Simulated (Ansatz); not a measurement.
`CC/C=C(/O)F` and `N/C=C(\O)F` differ in one atom or group (the configuration at the double bond changes too).

Ansatz, PBE0-D4/def2-TZVP geometries, multiplicity 1. Each molecule was computed in one conformer, which needn't be the lowest.

```tsv
property	`CC/C=C(/O)F`
HOMO–LUMO gap (PBE/def2-TZVPP) / eV	5.38
HOMO energy (PBE0/def2-TZVPP) / eV	-6.55
HOMO energy (ωB97M-V/def2-TZVPP) / eV	-8.80
LUMO energy (PBE/def2-TZVPP) / eV	0.06
HOMO–LUMO gap (B3LYP/def2-TZVPP) / eV	6.98
HOMO–LUMO gap (ωB97M-V/def2-TZVPP) / eV	11.29
```

Question: What does the change do to each property? (Best estimate.)

Answer: Computed: 
```
                               property  `N/C=C(\O)F`  shift
    HOMO–LUMO gap (PBE/def2-TZVPP) / eV          4.37  -1.01
     HOMO energy (PBE0/def2-TZVPP) / eV         -5.74   0.81
  HOMO energy (ωB97M-V/def2-TZVPP) / eV         -7.98   0.82
      LUMO energy (PBE/def2-TZVPP) / eV         -0.11  -0.17
  HOMO–LUMO gap (B3LYP/def2-TZVPP) / eV          5.93  -1.05
HOMO–LUMO gap (ωB97M-V/def2-TZVPP) / eV         10.20  -1.09
```

With PBE0 the HOMO rises by 0.81 eV and the LUMO falls by 0.23 eV, so the gap narrows by about 1.04 eV. PBE moves the HOMO by 0.84 eV and ωB97M-V by 0.82 eV.

B3LYP here is the variant with VWN-RPA as its local correlation; programs differ in this.
